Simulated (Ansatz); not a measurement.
**GaH⁻, quartet: the ladder up to full CI**

Geometry: a point of a stretch scan, not a stationary point.

```xyz
2

Ga    0.0000    0.0000    0.0000
H     0.0000    0.0000    1.9590
```

Basis aug-cc-pVDZ; Ansatz 0.2.0. Correlated methods freeze the noble-gas cores and the filled d shells of p-block atoms, which leaves 5 electrons in 31 orbitals. R marks a restricted (for open shells ROHF) determinant, U an unrestricted one. Active spaces: valence = (5e, 5o) chosen from the atoms' valence shells. No spin–orbit coupling is included, and no scalar relativity.

Full CI is exact within this basis and frozen core; it isn't the basis-set limit. The frozen core follows each run's orbitals, which can shift R against U totals by a few meV for light atoms and by up to 0.1 eV past Ca.

For open shells CISD is restricted-active-space CI with the open shells as a complete middle space.

```
UHF ⟨S²⟩                          : 3.791
T1 diagnostic (RCCSD)             : 0.0583
largest doubles amplitude (RCCSD) : 0.072
```

```
   level  E − E(RHF) (eV)
    RMP2          -1.3661
   RCCSD          -1.9110
RCCSD(T)          -1.9830
```

(1) Estimate how far full CI in aug-cc-pVDZ lies from RCCSD(T). The table doesn't fix it; the size of (T) and the diagnostics are the guide.

(1) Full CI in aug-cc-pVDZ lies 2.8 kJ/mol below RCCSD(T), which is 40 % of the (T) step (-6.9 kJ/mol). T1 is raised, and the rest is a large part of (T).

The other levels:

```
                   level  E − E(full CI) (kJ/mol)  share of correlation (%)  wall time
                    CISD                      9.6                     95.04      1.6 s
                 BCCD(T)                      2.7                     98.61      3.5 s
                  RCCSDT                      0.3                     99.87          –
               RCCSDT(Q)                      0.0                     99.99      7.5 s
  CASSCF (valence space)                    132.6                     31.69          –
  NEVPT2 (valence space)                     47.6                     75.47      1.8 s
  MRCISD (valence space)                      9.9                     94.91          –
MRCISD+Q (valence space)                      2.8                     98.57      2.1 s
```

The correlation energy at full CI, counted from RHF, is -2.012 eV. That run took 25 s on 1 thread of Arm Neoverse V1, shared host over 243,572 determinants.

Run but not shown, since their state, orbitals or frozen core can't be matched to the reference's or they repeat it: UHF, UMP2, UCCSD, UCCSD(T), UCCSDT, UCCSDT(Q).

Times hold each run's SCF and search for its determinant on a shared host, so for small cases they say little of a method's own cost; they ran on 1 thread of Arm Neoverse V1.

The full-CI state has the irrep A2 of C2v, in the program's axes (one component, if the state is degenerate).

Natural occupations of full CI about the gap: 1.906 0.998 0.973 0.973 0.045 0.017 0.017 0.011 0.011 0.010; effectively unpaired electrons, Σ n²(2−n)², 3.04.
